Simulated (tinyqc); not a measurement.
Inside a calculation. Method: ROHF in the sto-6g basis, for NH, spin multiplicity 3. One step of it, computed by the program tinyqc.

Task: Iteration 2: building the Fock matrix. J_ij = sum D_kl (ij|kl) with D = D(alpha) + D(beta), K_ij = sum D_kl (ik|jl) for each spin; F = H + J - K(s); E = tr D H + tr D J / 2 - 0.5 sum_s tr D(s) K(s) + E_nn.

D(alpha) after iteration 1, lower triangle:
```
            1N 1s      1N 2s     1N 2px     1N 2py     1N 2pz     2H 1s
1N 1s    1.055222
1N 2s   -0.244458   1.098066
1N 2px  -0.002914   0.016388   0.997327
1N 2py  -0.032387   0.182129  -0.029711   0.669802
1N 2pz   0.004005   0.005934   0.021458   0.238471   0.959955
2H 1s    0.008791  -0.137593  -0.047032  -0.522694  -0.032022  0.441332
```

D(beta) after iteration 1, lower triangle:
```
            1N 1s      1N 2s     1N 2px     1N 2py    1N 2pz     2H 1s
1N 1s    1.054355
1N 2s   -0.237699   1.041461
1N 2px  -0.019644   0.095602   0.009204
1N 2py  -0.012205  -0.002672   0.001490   0.007520
1N 2pz   0.012612  -0.077519  -0.025528  -0.076437  0.806346
2H 1s   -0.005474  -0.002050  -0.005048  -0.020123  0.211059  0.055587
```

core Hamiltonian H = T + V (hartree), lower triangle:
```
             1N 1s      1N 2s     1N 2px     1N 2py     1N 2pz      2H 1s
1N 1s   -24.837959
1N 2s    -5.417772  -6.591572
1N 2px    0.000000   0.000000  -5.299260
1N 2py    0.000000   0.000000   0.000000  -5.299260
1N 2pz   -0.009854  -0.115983   0.000000   0.000000  -5.370102
2H 1s    -0.706194  -1.747216   0.000000   0.000000  -1.490072  -3.253634
```

Two-electron integrals (ij|kl) in chemists' order, unique and non-zero (hartree):
```
(11|11) 4.168742   (21|11) 0.583648   (21|21) 0.104114   (22|11) 0.968487
(22|21) 0.214450   (22|22) 0.708398   (31|31) 0.022075   (32|31) 0.033611
(32|32) 0.156576   (33|11) 0.968488   (33|21) 0.214450   (33|22) 0.708398
(33|33) 0.763241   (41|41) 0.022075   (42|41) 0.033611   (42|42) 0.156576
(43|43) 0.041133   (44|11) 0.968488   (44|21) 0.214450   (44|22) 0.708398
(44|33) 0.680975   (44|44) 0.763241   (51|51) 0.022075   (52|51) 0.033611
(52|52) 0.156576   (53|53) 0.041133   (54|54) 0.041133   (55|11) 0.968488
(55|21) 0.214450   (55|22) 0.708398   (55|33) 0.680975   (55|44) 0.680975
(55|55) 0.763241   (61|11) 0.080054   (61|21) 0.013710   (61|22) 0.027701
(61|33) 0.027626   (61|44) 0.027626   (61|51) 0.000770   (61|52) 0.001521
(61|55) 0.027851   (61|61) 0.001847   (62|11) 0.220691   (62|21) 0.049668
(62|22) 0.184613   (62|33) 0.180715   (62|44) 0.180715   (62|51) 0.004466
(62|52) 0.034531   (62|55) 0.192410   (62|61) 0.006654   (62|62) 0.065402
(63|31) 0.005023   (63|32) 0.029173   (63|53) 0.006715   (63|63) 0.007928
(64|41) 0.005023   (64|42) 0.029173   (64|54) 0.006715   (64|64) 0.007928
(65|11) 0.187365   (65|21) 0.042700   (65|22) 0.168508   (65|33) 0.160790
(65|44) 0.160790   (65|51) 0.008249   (65|52) 0.057775   (65|55) 0.183944
(65|61) 0.005945   (65|62) 0.071535   (65|65) 0.084850   (66|11) 0.397331
(66|21) 0.091016   (66|22) 0.387493   (66|33) 0.370913   (66|44) 0.370913
(66|51) 0.009216   (66|52) 0.099599   (66|55) 0.420653   (66|61) 0.012287
(66|62) 0.184452   (66|65) 0.224948   (66|66) 0.774999
```

nuclear repulsion = 2.80624279 hartree

Give: Coulomb J; exchange K(alpha); exchange K(beta); F(alpha); F(beta); total energy of this density.

Result:

Coulomb J (hartree), lower triangle:
```
         1N 1s  1N 2s  1N 2px  1N 2py  1N 2pz  2H 1s
1N 1s   13.848
1N 2s    2.376  5.998
1N 2px   0.006  0.031   5.976
1N 2py   0.005  0.022  -0.002   5.949
1N 2pz   0.002  0.039  -0.001   0.006   6.068
2H 1s    0.317  1.551   0.005   0.004   1.424  3.347
```

exchange K(alpha) (hartree), lower triangle:
```
         1N 1s  1N 2s  1N 2px  1N 2py  1N 2pz  2H 1s
1N 1s    4.284
1N 2s    0.672  1.171
1N 2px   0.000  0.004   1.002
1N 2py  -0.004  0.040  -0.021   0.766
1N 2pz   0.002  0.002   0.008   0.085   0.990
2H 1s    0.094  0.318  -0.011  -0.121   0.286  0.443
```

exchange K(beta) (hartree), lower triangle:
```
         1N 1s   1N 2s  1N 2px  1N 2py  1N 2pz  2H 1s
1N 1s    4.244
1N 2s    0.612   0.891
1N 2px   0.004   0.077   0.214
1N 2py  -0.013  -0.010   0.001   0.213
1N 2pz   0.000  -0.008  -0.019  -0.059   0.869
2H 1s    0.087   0.265   0.013  -0.021   0.284  0.262
```

F(alpha) (hartree), lower triangle:
```
          1N 1s   1N 2s  1N 2px  1N 2py  1N 2pz   2H 1s
1N 1s   -15.274
1N 2s    -3.713  -1.765
1N 2px    0.006   0.027  -0.326
1N 2py    0.009  -0.018   0.019  -0.116
1N 2pz   -0.010  -0.079  -0.009  -0.079  -0.292
2H 1s    -0.483  -0.514   0.016   0.124  -0.352  -0.349
```

F(beta) (hartree), lower triangle:
```
          1N 1s   1N 2s  1N 2px  1N 2py  1N 2pz   2H 1s
1N 1s   -15.233
1N 2s    -3.653  -1.485
1N 2px    0.002  -0.046   0.463
1N 2py    0.018   0.031  -0.003   0.437
1N 2pz   -0.008  -0.069   0.018   0.065  -0.171
2H 1s    -0.477  -0.461  -0.008   0.025  -0.349  -0.168
```

total energy of this density = -54.49223 hartree
